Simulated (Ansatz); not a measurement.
Ansatz (an electronic-structure program) input (CAM-B3LYP/def2-TZVPD):

Ansatz 0.2 input:
```yaml
crystal:
  periodic: [false, false, false]
  atoms:
    - {symbol: O, position_ang: [-1.03161242, -0.43547658, -0.01906221]}
    - {symbol: C, position_ang: [0.00415137, 0.42058817, 0.00392352]}
    - {symbol: O, position_ang: [1.15861150, 0.10574915, 0.01788813]}
    - {symbol: H, position_ang: [-0.66969788, -1.33749408, -0.02206250]}
    - {symbol: H, position_ang: [-0.37120299, 1.45178455, 0.00791402]}
basis:
  gaussian:
    orbitals: def2-TZVPD
hamiltonian:
  xc: {name: CAM-B3LYP}
total_charge: 1
magnetization: {spin_polarized: true, initial_magnetization: 1}
```

End of the output:

```
integrals: 0.04 GiB planned
644 factors; their error is unknown
integrals: 0.07 GiB planned
244 factors; integrals over basis functions are off by at most 4.2e-5 eV
mean field: 0.57 GiB planned
mean field evaluation 1: about -5144.3397 eV, gradient 5.1e1 eV
mean field evaluation 2: about -5140.7176 eV, gradient 6.2e1 eV
mean field evaluation 4: about -5152.6043 eV, gradient 3.4e0 eV
mean field evaluation 8: about -5152.6765 eV, gradient 1.6e-1 eV
mean field evaluation 16: about -5152.6779 eV, gradient 3.9e-4 eV
mean field -5152.67790006 eV, -189.3574202167 hartree, gradient 6.6e-5 eV, S^2 0.756460; 1 other end points of the search recorded, 0 dependent functions left out
reference -5152.67799283 eV, -189.3574236261 hartree; 12, 11 occupied and 123, 124 virtual orbitals, 644 factors
Total energy: -5152.67799283 eV, -189.3574236261 hartree
```

This state (charge 1, doublet) is run at the relaxed geometry of the species with charge 0 and multiplicity 1.
